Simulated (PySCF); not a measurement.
C2H5, charge +1, multiplicity 1. Atoms are numbered in the order given.

```xyz
7

C     -0.0063    -0.7460     0.0000
C     -0.0397     0.6593     0.0000
H     -0.9071    -1.3589     0.0000
H      0.9463    -1.2742     0.0000
H      0.6239     1.0062     0.8276
H     -1.0107     1.1410     0.0000
H      0.6239     1.0062    -0.8276
```
Charge +1, spin multiplicity 1.

Geometry: B3LYP-D3(BJ)/def2-TZVP. A frequency run showed that this geometry is not a minimum. The multiplicity is an assumed one; other spin states were not compared. The isomer is the one that the SMILES or the coordinates give; other isomers of the formula were not compared.

Calculation: CAM-B3LYP/def2-TZVPD in PySCF.

The molecule is in vacuum.

Computed frontier levels, gap, dipole moment and polarisability:
```yaml
highest_occupied_level: -19.24 eV
lowest_empty_level: -9.38 eV
orbital_gap: 9.86 eV
dipole_moment_about_the_centre_of_nuclear_charge: 1.04 D
mean_static_polarisability: 21.6 bohr³ (3.20 Å³)
polarisability_principal_values: 17.4, 20.0, 27.5 bohr³
```
